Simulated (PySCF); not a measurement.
Consider formaldehyde, `C=O` (CH2O). Numbering: `[CH2:1]=[O:2]`

Energies: CAM-B3LYP-D3(BJ)/ma-def2-TZVP (PySCF, density fitting, integration grid level 2) on PBE0-D3(BJ)/ma-def2-SVP structures. Zero-point and thermal terms (298.15 K, 1 bar) come from unscaled PBE0-D3(BJ)/ma-def2-SVP harmonic frequencies, with soft modes damped to free rotors in the entropy.

What are the vertical and the adiabatic ionisation energy for forming the radical cation?

10.90 eV vertical and 10.80 eV adiabatic, the latter with zero-point energy.

Where does the unpaired spin of the relaxed radical cation sit?

O2 (carbonyl oxygen) 0.83, H (on C1) 0.12, H (on C1) 0.12, C1 (carbonyl-type carbon) -0.08 (intrinsic atomic orbital populations).

How far is −ε(HOMO) from the vertical value by ΔSCF?

−ε(HOMO) = 9.36 eV, which is 1.53 eV below the ΔSCF value.

Differences come from unrounded values, so a last digit can differ from that of the printed terms.

---

Consider `C=[OH+]` ([CH3O]+). Atom numbers as in the mapped SMILES `[CH2:1]=[OH+:2]`.

Energies: PBE0-D3(BJ)/ma-def2-TZVP (PySCF, density fitting, integration grid level 2) on PBE0-D3(BJ)/def2-SVP structures. Zero-point and thermal terms (298.15 K, 1 bar) come from unscaled PBE0-D3(BJ)/def2-SVP harmonic frequencies, with soft modes damped to free rotors in the entropy.

Problem. What are the vertical and the adiabatic recombination energy for forming the radical?

Solution. 7.17 eV vertical and 7.64 eV adiabatic, the latter with zero-point energy.

Problem. Where does the unpaired spin of the relaxed radical sit?

Solution. C1 (carbonyl-type carbon) 0.89, O2 (hydroxyl oxygen) 0.16 (intrinsic atomic orbital populations).

---

Consider cyanic acid, `N#CO` (CHNO). Non-hydrogen atoms are numbered in `[N:1]#[C:2][OH:3]`.

Level of theory: ωB97X-D3(BJ)/ma-def2-TZVP single points in PySCF, grid level 2; every species was optimised with PBE0-D3(BJ)/ma-def2-SVP. ωB97X-D3(BJ) is ωB97X-V with D3(BJ) in place of VV10. Thermal corrections: PBE0-D3(BJ)/ma-def2-SVP frequencies, unscaled, ideal gas at 298.15 K and 1 bar, quasi-RRHO entropy.

**Question.** What are the vertical and the adiabatic ionisation energy for forming the radical cation?

**Answer.** 12.00 eV vertical and 11.72 eV adiabatic, the latter with zero-point energy.

**Question.** Where does the unpaired spin of the relaxed radical cation sit?

**Answer.** N1 (nitrile nitrogen) 0.72, O3 (hydroxyl oxygen) 0.23 (intrinsic atomic orbital populations).

**Question.** How far is −ε(HOMO) from the vertical value by ΔSCF?

**Answer.** −ε(HOMO) = 11.53 eV, which is 0.47 eV below the ΔSCF value.
